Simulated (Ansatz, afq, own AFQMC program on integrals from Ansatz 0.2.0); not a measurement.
# Where AFQMC and coupled cluster stand for H2O, singlet

```yaml
atoms:
  - { symbol: O, position_ang: [0.0000, -0.1058, 0.0528] }
  - { symbol: H, position_ang: [0.0000, 1.2010, -1.6520] }
  - { symbol: H, position_ang: [0.0000, 0.4780, 0.8143] }
```

Basis 6-31G. Noble-gas cores (and the filled d shells of Ga–Kr and In–Xe) are frozen. Ansatz 0.2.0 and our own AFQMC program on the same integrals; the CISD trial comes from CCSD amplitudes, and released means the phaseless constraint is let go. Error bars are statistical, one sigma.

Determinant: UHF, the one that the program's search chose, which needn't be the lowest solution. The geometry is a point of a scan.

Full CI on the same integrals is exact in this basis and with this determinant's frozen core.

Cautions: strong correlation (T1 0.047, weight of the determinant 0.81, largest double 0.36); unrestricted determinant spin contaminated (⟨S²⟩ 0.95 against 0.00); the CCSDT(Q) amplitudes may be one of several solutions (largest double 0.73); the CCSDTQ amplitudes may be one of several solutions (largest double 0.76).

```
T1 diagnostic                               : 0.0473
weight of the determinant in the CISD state : 0.812
⟨S²⟩ of the determinant                     : 0.948
size of the correlated space                : 8 electrons in 12 orbitals
```

| level | correlation energy (eV) |
| --- | --- |
| MP2 | -2.4438 |
| CCSD | -2.8481 |
| CCSD(T) | -2.9364 |

(1) Estimate where full CI lies against CCSD(T) on the same integrals.

(1) 100.4 meV below CCSD(T).

Reference: full CI, correlation energy -3.037 eV. The released energy is read at 2.40 1/Eh (meV from the phaseless value at times in 1/Eh: -22 ± 13 at 0.24, -28 ± 14 at 0.51, -15 ± 17 at 0.99, -27 ± 14 at 1.62, -39 ± 16 at 2.40). The cautions show a poor starting determinant, so the rows tell how each method copes with it here, and full CI is the sure value.

| level | E − E(reference) (meV) | share of correlation (%) |
| --- | --- | --- |
| CCSD(T) | 100.4 | 96.69 |
| CCSDT | 18.8 | 99.38 |
| CCSDT(Q) | -6.3 | 100.21 |
| CCSDTQ | 1.8 | 99.94 |
| ph-AFQMC/CISD | 20.1 ± 8.7 | 99.34 |
| released AFQMC | -18.5 ± 16.4 | 100.61 |

CCSDT and higher add their correlation energy to the determinant of the CCSD(T) run, since their own runs factorise the integrals more tightly (a shift of under 2 meV). A walk keeps the symmetry of its determinant, which the program's search chose and which needn't be the lowest solution, so a lower state of the same spin and another symmetry isn't excluded. Released energies are given only where the last usable release times agree within the noise; a slower fall can still hide under it.
